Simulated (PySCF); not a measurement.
CN, SMILES N#[C], multiplicity 2. Coordinates come from a B3LYP-D3(BJ)/def2-TZVPD optimisation.

Computed equilibrium geometry at B3LYP-D3(BJ)/def2-TZVPD (PySCF confirms it by a frequency run) as Cartesian coordinates in Å, and its point group:
point group C∞v.
```xyz
2

C      0.0000     0.0000    -0.6258
N      0.0000     0.0000     0.5364
```
Charge 0, spin multiplicity 2.
